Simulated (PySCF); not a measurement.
# Gas-phase XPS of `C=C[PH-]`, computed

C₂H₄P (charge -1).
Bonds: C1–C2 (double), C2–P3. Hydrogens: H4, H5 on C1; H6 on C2; H7 on P3.

Computed, not measured: PySCF, delta-SCF UKS SCAN, pcX-2 on the ionised atom, pcseg-1 elsewhere, spin-free X2C. Each binding energy is the total energy of the core-ionised species, with the hole localised on one atom, minus that of the ground state; both are solved self-consistently, so orbital relaxation is included.

Task: Give the core binding energies atom by atom.

Result: 
```csv
atom(s),bonded to,level,binding energy (eV),2p1/2 (eV),above the level's lowest (eV),count
P3,C and H,P 1s,2142.23,–,0.00,1
C2,"C (double bond), H and P",C 1s,284.64,–,+0.95,1
C1,C (double bond) and 2 H,C 1s,283.69,–,0.00,1
P3,C and H,P 2p3/2,128.77,129.67,0.00,1
```

The listed C 1s values span 0.95 eV, from C1 (bonded to C (double bond) and 2 H) to C2 (bonded to C (double bond), H and P).

Task: Which effective nuclear charge Zeff reproduces each element's mean 1s value in the hydrogen-like formula E = 13.606 eV × Zeff²?

Result: C (Z = 6): mean 284.2 eV, Zeff = 4.57, Z − Zeff = 1.43; P (Z = 15): mean 2142.2 eV, Zeff = 12.55, Z − Zeff = 2.45. Means run over the listed sites, weighted by atom count.

Task: Which photon energy gives electrons from P 1s of P3 a kinetic energy of 20 eV, and what is their de Broglie wavelength?

Result: hν = 2142.23 + 20 = 2162.23 eV, recoil neglected; λ = 12.264 Å/√(E/eV) = 2.74 Å.

Spin–orbit and ligand-field terms were added within each 2p shell after the spin-free SCF. 2p1/2 minus 2p3/2 (ligand field included): P 0.89 eV. The species carries charge -1, so core ionisation leaves a neutral species. The basis sets have no added diffuse functions. Isolated species at its GFN2-xTB geometry (one conformer only).

Conformer computed: `[CH2:1]=[CH:2][PH-:3]`: H–P3–C2–C1 0°.
